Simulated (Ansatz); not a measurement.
Process, species as SMILES: OO (H2O2) → 2 H atom + 2 O atom
B3LYP-D3(BJ)/def2-TZVP geometries, fixed; electronic energies without zero-point terms.

Basis-set convergence of the atomisation energy at HF with Ansatz (a program for electronic structure). All functions are spherical. Open shells are unrestricted. No added dispersion term, no relativity. Functions are those of the species that has most. Reference: the value in aug-pcseg-3, 134.83 kcal/mol, itself unsure by roughly 0.45 kcal/mol (its mean distance from aug-cc-pVQZ, def2-QZVPPD, pcseg-3). Deviations are taken from unrounded values.

| basis | functions | atomisation energy (kcal/mol) | minus reference (kcal/mol) |
|---|---|---|---|
| def2-SV(P) | 32 | 118.75 | -16.08 |
| cc-pVDZ | 38 | 126.15 | -8.68 |
| def2-SVP | 38 | 131.99 | -2.84 |
| def2-SVPD | 62 | 135.62 | 0.80 |
| def2-TZVP | 74 | 131.70 | -3.12 |
| cc-pVTZ | 88 | 133.40 | -1.42 |
| def2-TZVPP | 90 | 133.67 | -1.16 |
| def2-TZVPD | 98 | 132.34 | -2.48 |
| def2-TZVPPD | 114 | 133.92 | -0.90 |
| cc-pVQZ | 170 | 133.99 | -0.83 |
| def2-QZVPP | 174 | 133.98 | -0.85 |
| def2-QZVPPD | 198 | 134.08 | -0.75 |

The smallest set listed that lies within 4 kcal/mol of the reference with all its larger relatives (same family, alike in diffuse functions; a set with none counts only in the reference's own line) is def2-SVP (38 functions, -2.84 kcal/mol off).
